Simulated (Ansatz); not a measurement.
The reference is Pt in the fcc (Cu type) structure (space group Fm-3m, No. 225).

```cif
data_Pt
_chemical_formula_sum 'Pt1'
_space_group_name_H-M_alt 'P 1'
_space_group_IT_number 1
_cell_length_a 2.78619
_cell_length_b 2.78619
_cell_length_c 2.78619
_cell_angle_alpha 60.000
_cell_angle_beta 60.000
_cell_angle_gamma 60.000
loop_
_space_group_symop_operation_xyz
  'x, y, z'
loop_
_atom_site_label
_atom_site_type_symbol
_atom_site_fract_x
_atom_site_fract_y
_atom_site_fract_z
_atom_site_occupancy
Pt1 Pt 0.00000 0.00000 0.00000 1
```

Method: r2SCAN (Ansatz, a first-principles code), without spin-orbit coupling.

One thing is altered: every Pt is replaced by Cu; the structure is relaxed again.

Measured lattice parameter a: Pt 3.913 Å (static lattice; corrected from measurement; as listed in Daniel Mejia-Rodriguez, S. B. Trickey, Phys. Rev. B (2018)); Cu 3.595 Å (static lattice; corrected from measurement; as listed in Gábor I. Csonka et al., Physical Review B (2009)).

### Question
How well does r2SCAN reproduce the measured shift?

### Answer
With r2SCAN the lattice parameter a moves by -0.364 Å (3.940 → 3.577) against -0.318 Å measured.

Stability against distortions was not tested. All final runs are without spin polarisation.
